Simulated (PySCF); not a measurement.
# Where the electron goes

C3H4F2O.
Geometry (PBE0-D3(BJ)/def2-SVP, Å), atoms numbered from 1 in this order:
```xyz
10
C3H4F2O angstrom
F      2.4501    1.0675    0.6303
C      1.2471    0.6746    0.2085
C      0.6392   -0.3580    0.8021
O     -0.5637   -0.8743    0.4888
C     -1.2430   -0.2988   -0.5729
F     -2.3774   -0.9939   -0.7402
H      0.8629    1.2701   -0.6223
H      1.1189   -0.8783    1.6338
H     -1.4872    0.7590   -0.3470
H     -0.6323   -0.3584   -1.4965
```

Theory: PySCF 2.14.0, density-fitted response routines, TDDFT CAM-B3LYP/def2-SVPD, vertical, gas phase, core orbitals frozen in the response.

Kohn–Sham orbitals with the atoms that hold most of them (Löwdin shares over 4%, at most four atoms; ? is withheld):

```tsv
orbital	ε (eV)	atoms
HOMO-3	-13.24	F1 39%, F6 23%, O4 12%, C2 7%
HOMO-2	-11.95	O4 29%, F1 16%, C2 13%, C3 13%
HOMO-1	-11.45	?
HOMO	-8.50	C2 30%, O4 24%, C3 23%, F1 14%
LUMO	?	?
LUMO+1	1.42	C2 34%, C3 33%, O4 11%, H8 8%
LUMO+2	1.69	O4 22%, C3 20%, H8 16%, H7 11%
```

Problem. Give the leading atoms of the HOMO-1.

Solution. F6 (bonded to C) 24%; C5 (bonded to F, O and 2 H) 22%; O4 (bonded to 2 C) 18%; H10 (bonded to C) 11%.

Problem. Which atoms hold the LUMO, and with what shares?

Solution. C5 (bonded to F, O and 2 H) 25%; C2 (bonded to C, F and H) 18%; H9 (bonded to C) 13%; H10 (bonded to C) 13%. By element: carbon 43% or more, hydrogen 26% or more.

Problem. What is the LUMO energy, and the HOMO–LUMO gap?

Solution. ε(LUMO) = 1.16 eV; the gap is 9.66 eV (0.3550 hartree).

Problem. How does S1 compare with the orbital gap of 9.66 eV?

Solution. S1 is at 6.57 eV (f = 0.021), 3.09 eV below the gap, made of HOMO→LUMO (66%), HOMO→LUMO+2 (24%). 

Problem. One configuration dominates each of S3 and S8. Which, and how do the shares of the two leading atoms of either orbital change from the occupied to the empty one?

Solution. 
- S3 (7.06 eV, f 0.272), HOMO→LUMO+1 (96%): C2 30% → 34%, O4 24% → 11%, C3 23% → 33%
- S8 (8.97 eV, f 0.0028), HOMO-2→LUMO+1 (90%): O4 29% → 11%, F1 16% → at most 8%, C2 13% → 34%, C3 13% → 33%

One conformer stands for the species.
